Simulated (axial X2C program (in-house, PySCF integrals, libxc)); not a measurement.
## Outer orbitals of MgP⁺ at 2.445 Å, HF

Calculated with an in-house relativistic program for diatomic molecules. Spin-free means the one-electron spin-free X2C Hamiltonian; two-component (2c) means X2C with spin–orbit coupling and atomic mean-field two-electron Coulomb and Gaunt terms, so the difference of the two also holds small scalar two-electron terms. Basis: P dyall-v3z [8s7p2d1f], Mg dyall-cv3z [9s8p6d3f] (cores contracted in-house); Gaussian nuclei, density fitting, unrestricted open shells. Masses: P 30.974 u, Mg 23.985 u.

The distance is close to the 2c PBE0 minimum; the highest filled and lowest empty levels are listed.

Spin-free orbitals, state M_S = 1, Λ = 0 (beyond evenly filled blocks: π+α, π-α) (Löwdin shares):

```csv
symmetry,occupied,ε (eV),atomic character
σα,yes,-28.42,"79% P s, 10% Mg p, 5% Mg s"
σβ,yes,-21.80,"76% P s, 10% Mg s, 9% Mg p"
σα,yes,-16.78,"77% P p, 10% Mg s, 6% Mg p"
π-α,yes,-16.07,"91% P p, 4% Mg d, 4% Mg p"
π+α,yes,-16.07,"91% P p, 4% Mg d, 4% Mg p"
σβ,yes,-13.58,"63% Mg s, 26% P p, 6% P s"
σβ,no,-5.61,"45% P p, 38% Mg p, 14% Mg s"
σα,no,-5.32,"72% Mg s, 20% Mg p, 4% P p"
π-β,no,-4.86,"54% Mg p, 43% P p"
π+β,no,-4.86,"54% Mg p, 43% P p"
```

Spinors with spin–orbit coupling (state Ω = 1):

```json
{"ω": "1/2", "occupied": "yes", "ε (eV)": "-28.42", "atomic character": "79% P s, 10% Mg p, 5% Mg s", "λ mixture": "100% σ"}
{"ω": "-1/2", "occupied": "yes", "ε (eV)": "-21.80", "atomic character": "76% P s, 10% Mg s, 9% Mg p", "λ mixture": "100% σ"}
{"ω": "1/2", "occupied": "yes", "ε (eV)": "-16.78", "atomic character": "77% P p, 10% Mg s, 6% Mg p", "λ mixture": "100% σ"}
{"ω": "-1/2", "occupied": "yes", "ε (eV)": "-16.09", "atomic character": "91% P p, 4% Mg d, 4% Mg p", "λ mixture": "100% π"}
{"ω": "3/2", "occupied": "yes", "ε (eV)": "-16.04", "atomic character": "91% P p, 4% Mg d, 4% Mg p", "λ mixture": "100% π"}
{"ω": "-1/2", "occupied": "yes", "ε (eV)": "-13.58", "atomic character": "63% Mg s, 26% P p, 6% P s", "λ mixture": "100% σ"}
{"ω": "-1/2", "occupied": "no", "ε (eV)": "-5.61", "atomic character": "45% P p, 38% Mg p, 14% Mg s", "λ mixture": "100% σ"}
{"ω": "1/2", "occupied": "no", "ε (eV)": "-5.32", "atomic character": "72% Mg s, 20% Mg p, 4% P p", "λ mixture": "100% σ"}
{"ω": "1/2", "occupied": "no", "ε (eV)": "-4.86", "atomic character": "54% Mg p, 44% P p", "λ mixture": "100% π"}
{"ω": "-3/2", "occupied": "no", "ε (eV)": "-4.85", "atomic character": "55% Mg p, 43% P p", "λ mixture": "100% π"}
```

Mulliken charges and populations of the two-component result (they depend on the basis, above all on diffuse functions):

P 0.16 e (s 5.95 p 8.86 d 0.02), Mg 0.84 e (s 4.97 p 6.13 d 0.05 f 0.01). ⟨Lz⟩ = 0.00 ħ and ⟨Sz⟩ = 1.00 ħ (1.29 and -0.29 on the two atoms), which add up to Ω.

One determinant describes the state; a PBE0 search over occupations chose it and may have missed a lower one. With several unpaired electrons one determinant need not be a pure state. Open-shell Ω = 0 determinants with evenly filled partner blocks cannot be reached by this program, so the Ω shown need not be the lowest component. This is the Ω = 1 component of a π² triplet; the 0⁺ component is not one determinant and can lie lowest. The determinant is spin-polarised beyond a pure state at some levels (its spin-free form has ⟨S²⟩ too high), which makes Re and μ there less reliable.
